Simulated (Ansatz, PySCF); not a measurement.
This Ansatz (a program for electronic structure) input computes a CCSD(T)/cc-pVDZ energy:

Ansatz 0.2 input:
```yaml
crystal:
  periodic: [false, false, false]
  atoms:
    - {symbol: C, position_ang: [0.00214948, 0.86797098, 0.00149051]}
    - {symbol: C, position_ang: [0.75058129, -0.43583539, -0.00746307]}
    - {symbol: C, position_ang: [-0.75273077, -0.43213559, 0.00597256]}
    - {symbol: H, position_ang: [0.01171755, 1.45362880, 0.91078734]}
    - {symbol: H, position_ang: [-0.00451006, 1.45678848, -0.90578946]}
    - {symbol: H, position_ang: [1.25028356, -0.72912596, -0.92080071]}
    - {symbol: H, position_ang: [1.26651116, -0.73228564, 0.89577609]}
    - {symbol: H, position_ang: [-1.25388730, -0.72608269, 0.91830178]}
    - {symbol: H, position_ang: [-1.27011491, -0.72292301, -0.89827503]}
basis:
  gaussian:
    orbitals: cc-pVDZ
magnetization: {spin_polarized: false}
correlation: {method: ccsd_t, electrons: outside_noble_gas}
```

### Question
Write an input for the same energy in PySCF and say what it gives.

### Answer

```python
from pyscf import gto, scf, mp, cc as ccmod

mol = gto.M(
    atom='''
    C     0.00214948    0.86797098    0.00149051
    C     0.75058129   -0.43583539   -0.00746307
    C    -0.75273077   -0.43213559    0.00597256
    H     0.01171755    1.45362880    0.91078734
    H    -0.00451006    1.45678848   -0.90578946
    H     1.25028356   -0.72912596   -0.92080071
    H     1.26651116   -0.73228564    0.89577609
    H    -1.25388730   -0.72608269    0.91830178
    H    -1.27011491   -0.72292301   -0.89827503
    ''',
    basis='cc-pvdz',
    charge=0,
    spin=0,
    verbose=4,
)

mf = scf.RHF(mol)
mf.conv_tol = 1e-10
mf.max_cycle = 100
mf.kernel()
mp2 = mp.MP2(mf, frozen=3).run()
cc = ccmod.CCSD(mf, frozen=3)
cc.max_cycle = 100
cc.kernel()
et = cc.ccsd_t()
print(f'E(CCSD(T)) = {cc.e_tot + et:.9f}')
```
It gives -117.54307 Eh, and Ansatz -117.54307 Eh, a difference of 0.00 mEh.
